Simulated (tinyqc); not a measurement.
Worked calculation: coupled-perturbed Hartree-Fock on RHF in the sto-3g basis, for H3O+, spin multiplicity 1. One step of it, computed by the program tinyqc.

Task: Coupled step 2. U_ai = -(mu_ai + sum_bj [4 (ai|bj) - (ab|ij) - (aj|bi)] U_bj) / (e_a - e_i); alpha = -4 sum U_ai mu_ai.

U after step 1:
```
           i1        i2        i3         i4         i5
a6   0.000000  0.000000  1.012245   0.000000   0.000000
a7   0.000000  0.000000  0.586114   0.000000   0.000000
a8  -0.002926  0.095798  0.000000  -0.585183  -0.193479
```

dipole integrals <a|y|i> (bohr):
```
          i1         i2         i3        i4        i5
a6  0.000000   0.000000  -0.799185  0.000000  0.000000
a7  0.000000   0.000000  -0.553760  0.000000  0.000000
a8  0.051526  -0.097387   0.000000  0.552973  0.147161
```

orbital energies (hartree): MO1 -20.785247, MO2 -1.667983, MO3 -0.998460, MO4 -0.998231, MO5 -0.840383, MO6 -0.009107, MO7 0.203063, MO8 0.203526

Two-electron integrals over orbitals (pq|rs), unique and non-zero (hartree):
```
(11|11) 4.745388    (21|11) -0.432471   (21|21) 0.062186    (22|11) 1.026466
(22|21) -0.016179   (22|22) 0.718844    (31|31) 0.013507    (32|31) 0.020422
(32|32) 0.133385    (33|11) 0.837828    (33|21) -0.006416   (33|22) 0.639960
(33|33) 0.637877    (41|11) -0.000058   (41|21) 0.000007    (41|22) -0.000007
(41|33) -0.002261   (41|41) 0.013509    (42|11) 0.000016    (42|21) -3.91e-06
(42|22) -0.000035   (42|33) -0.034070   (42|41) 0.020423    (42|42) 0.133345
(43|31) -0.002258   (43|32) -0.034070   (43|43) 0.041240    (44|11) 0.837828
(44|21) -0.006417   (44|22) 0.639920    (44|33) 0.555334    (44|41) 0.002265
(44|42) 0.034108    (44|44) 0.637863    (51|11) -0.042011   (51|21) 0.005056
(51|22) -0.004529   (51|33) -0.001348   (51|41) 1.43e-06    (51|42) 5.45e-07
(51|44) -0.001347   (51|51) 0.026125    (52|11) 0.026064    (52|21) -0.002528
(52|22) -0.003517   (52|33) 0.002600    (52|41) 4.21e-07    (52|42) 2.26e-06
(52|44) 0.002601    (52|51) 0.032892    (52|52) 0.151211    (53|31) 0.001231
(53|32) 0.000287    (53|43) 0.002853    (53|53) 0.031910    (54|11) 0.000026
(54|21) -8.53e-07   (54|22) 0.000011    (54|33) 0.002862    (54|41) 0.001232
(54|42) 0.000289    (54|44) -0.002845   (54|51) 4.37e-06    (54|52) 0.000016
(54|54) 0.031911    (55|11) 1.109479    (55|21) -0.012274   (55|22) 0.753581
(55|33) 0.641336    (55|41) -1.39e-06   (55|42) 0.000007    (55|44) 0.641322
(55|51) 0.004965    (55|52) 0.035983    (55|54) 0.000020    (55|55) 0.876197
(61|11) -0.271279   (61|21) 0.039434    (61|22) -0.009985   (61|33) -0.004098
(61|41) 0.000018    (61|42) 0.000017    (61|44) -0.004095   (61|51) 0.000085
(61|52) -0.005466   (61|54) 1.90e-07    (61|55) -0.008144   (61|61) 0.025398
(62|11) 0.314328    (62|21) -0.010162   (62|22) 0.134026    (62|33) 0.090110
(62|41) 0.000012    (62|42) 0.000066    (62|44) 0.090125    (62|51) -0.005463
(62|52) -0.011315   (62|54) 0.000008    (62|55) 0.161250    (62|61) -0.005746
(62|62) 0.068578    (63|31) 0.005953    (63|32) -0.014857   (63|43) 0.028981
(63|53) 0.003808    (63|63) 0.059192    (64|11) 0.000395    (64|21) -0.000008
(64|22) 0.000205    (64|33) 0.029130    (64|41) 0.005954    (64|42) -0.014862
(64|44) -0.028850   (64|51) -1.25e-07   (64|52) 0.000014    (64|54) 0.003815
(64|55) 0.000222    (64|61) 6.60e-07    (64|62) 0.000103    (64|64) 0.059272
(65|11) -0.058817   (65|21) -0.000044   (65|22) -0.034575   (65|33) -0.019231
(65|41) 2.42e-06    (65|42) 0.000014    (65|44) -0.019219   (65|51) 0.017498
(65|52) 0.063879    (65|54) 0.000028    (65|55) -0.030014   (65|61) -0.002134
(65|62) -0.022889   (65|64) -0.000026   (65|65) 0.036333    (66|11) 0.598311
(66|21) -0.006644   (66|22) 0.484077    (66|33) 0.473115    (66|41) 0.000019
(66|42) 0.000153    (66|44) 0.473240    (66|51) -0.006311   (66|52) -0.023045
(66|54) -0.000013   (66|55) 0.480176    (66|61) -0.003395   (66|62) 0.032079
(66|64) -0.000048   (66|65) -0.015787   (66|66) 0.441912    (71|11) -0.000280
(71|21) 0.000042    (71|22) -4.62e-06   (71|33) 0.002228    (71|41) -0.015292
(71|42) -0.022035   (71|44) -0.002242   (71|51) 1.33e-06    (71|52) -3.78e-06
(71|54) -0.001403   (71|55) -0.000008   (71|61) 0.000012    (71|62) -0.000020
(71|64) -0.006408   (71|65) -3.53e-06   (71|66) -0.000026   (71|71) 0.017335
(72|11) 0.000344    (72|21) -0.000009   (72|22) 0.000152    (72|33) -0.008769
(72|41) -0.015289   (72|42) -0.056307   (72|44) 0.008941    (72|51) -4.00e-06
(72|52) -2.75e-06   (72|54) -0.006518   (72|55) 0.000171    (72|61) -0.000020
(72|62) 0.000031    (72|64) -0.035376   (72|65) -0.000024   (72|66) 0.000013
(72|71) 0.016596    (72|72) 0.056195    (73|31) -0.002403   (73|32) -0.035705
(73|43) 0.005969    (73|53) 0.003072    (73|63) 0.028945    (73|73) 0.033521
(74|11) -0.376042   (74|21) 0.007042    (74|22) -0.176803   (74|33) -0.133315
(74|41) 0.002414    (74|42) 0.035667    (74|44) -0.121438   (74|51) -0.000126
(74|52) -0.014031   (74|54) -0.003076   (74|55) -0.200257   (74|61) 0.004480
(74|62) -0.084194   (74|64) -0.029028   (74|65) 0.015630    (74|66) -0.033166
(74|71) -0.002859   (74|72) -0.000142   (74|74) 0.151223    (75|11) -0.000023
(75|21) -3.57e-07   (75|22) -0.000012   (75|33) 0.005217    (75|41) -0.002175
(75|42) -0.014261   (75|44) -0.005237   (75|51) 0.000018    (75|52) 0.000067
(75|54) -0.022940   (75|55) -0.000005   (75|61) -4.54e-06   (75|62) -0.000021
(75|64) 0.007454    (75|65) 0.000015    (75|66) -0.000032   (75|71) 0.002441
(75|72) 0.004397    (75|74) -0.005677   (75|75) 0.022335    (76|11) -0.000083
(76|21) 1.03e-06    (76|22) -3.63e-06   (76|33) 0.045960    (76|41) -0.011990
(76|42) -0.097091   (76|44) -0.046050   (76|51) -4.64e-06   (76|52) -0.000019
(76|54) 0.007473    (76|55) -0.000035   (76|61) -0.000011   (76|62) -0.000046
(76|64) 0.059124    (76|65) -0.000020   (76|66) -0.000204   (76|71) 0.013306
(76|72) 0.007981    (76|74) -0.051196   (76|75) 0.012870    (76|76) 0.126204
(77|11) 0.772902    (77|21) -0.007889   (77|22) 0.567657    (77|33) 0.502866
(77|41) 0.000488    (77|42) 0.029410    (77|44) 0.578431    (77|51) -0.000921
(77|52) 0.002386    (77|54) -0.004855   (77|55) 0.569978    (77|61) -0.004762
(77|62) 0.066538    (77|64) -0.044580   (77|65) -0.012178   (77|66) 0.462449
(77|71) -0.000528   (77|72) 0.018730    (77|74) -0.071242   (77|75) -0.006172
(77|76) -0.062026   (77|77) 0.562703    (81|31) 0.015295    (81|32) 0.022042
(81|43) -0.002230   (81|53) 0.001403    (81|63) 0.006410    (81|73) -0.002853
(81|81) 0.017344    (82|31) 0.015288    (82|32) 0.056288    (82|43) 0.008868
(82|53) 0.006518    (82|63) 0.035377    (82|73) 0.000012    (82|81) 0.016601
(82|82) 0.056198    (83|11) 0.376055    (83|21) -0.007044   (83|22) 0.176770
(83|33) 0.121422    (83|41) 0.002407    (83|42) 0.035682    (83|44) 0.133341
(83|51) 0.000126    (83|52) 0.014032    (83|54) -0.003060   (83|55) 0.200247
(83|61) -0.004476   (83|62) 0.084207    (83|64) -0.028813   (83|65) -0.015616
(83|66) 0.033326    (83|71) -0.002863   (83|72) 0.000064    (83|74) -0.085929
(83|75) -0.005692   (83|76) -0.051284   (83|77) 0.106092    (83|83) 0.151244
(84|31) 0.002411    (84|32) 0.035694    (84|43) -0.005939   (84|53) -0.003065
(84|63) -0.028883   (84|73) -0.031892   (84|81) 0.002862    (84|82) 0.000028
(84|84) 0.033466    (85|31) 0.002175    (85|32) 0.014264    (85|43) -0.005219
(85|53) 0.022942    (85|63) -0.007445   (85|73) -0.005691   (85|81) 0.002442
(85|82) 0.004398    (85|84) 0.005686    (85|85) 0.022339    (86|31) 0.011990
(86|32) 0.097084    (86|43) -0.045907   (86|53) -0.007463   (86|63) -0.058994
(86|73) -0.051283   (86|81) 0.013311    (86|82) 0.008000    (86|84) 0.051227
(86|85) 0.012858    (86|86) 0.126015    (87|31) 0.000524    (87|32) 0.029676
(87|43) -0.037883   (87|53) -0.004872   (87|63) -0.044785   (87|73) -0.017593
(87|81) 0.000561    (87|82) -0.018631   (87|84) 0.017546    (87|85) 0.006197
(87|86) 0.062217    (87|87) 0.048544    (88|11) 0.773083    (88|21) -0.007894
(88|22) 0.567757    (88|33) 0.578562    (88|41) -0.000512   (88|42) -0.029567
(88|44) 0.502826    (88|51) -0.000921   (88|52) 0.002392    (88|54) 0.004874
(88|55) 0.570066    (88|61) -0.004766   (88|62) 0.066573    (88|64) 0.044858
(88|65) -0.012199   (88|66) 0.462277    (88|71) 0.000542    (88|72) -0.018570
(88|74) -0.106186   (88|75) 0.006184    (88|76) 0.062164    (88|77) 0.466124
(88|83) 0.071191    (88|88) 0.562969
```

Give: U after step 2; polarisability.

Result:

U after step 2:
```
         i1      i2      i3       i4       i5
a6   0.0000  0.0000  1.0644   0.0000   0.0000
a7   0.0000  0.0000  0.6212   0.0000   0.0000
a8  -0.0031  0.1138  0.0000  -0.6203  -0.2150
```

polarisability = 6.3222 bohr^3
